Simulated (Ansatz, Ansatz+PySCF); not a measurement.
```xyz
2

Li    0.0000    0.0000   -1.2821
Li    0.0000    0.0000    1.2821
```

RHF-MP2 on singlet Li₂ was run in several spherical basis sets with Ansatz (development build ahead of 0.2.0). Frozen core: 0 orbitals.

Problem. Rank the basis sets by the total energy that they give, lowest first, with the distance from the lowest.
A. def2-TZVP
B. 6-31G(d)
C. def2-SVP
D. cc-pVTZ
E. cc-pVDZ

Solution. A (0.00 eV), D (0.84 eV), E (1.58 eV), B (1.69 eV), C (1.96 eV).

Totals follow the description of the cores as much as that of the bonds, so this order isn't one of quality for chemistry.
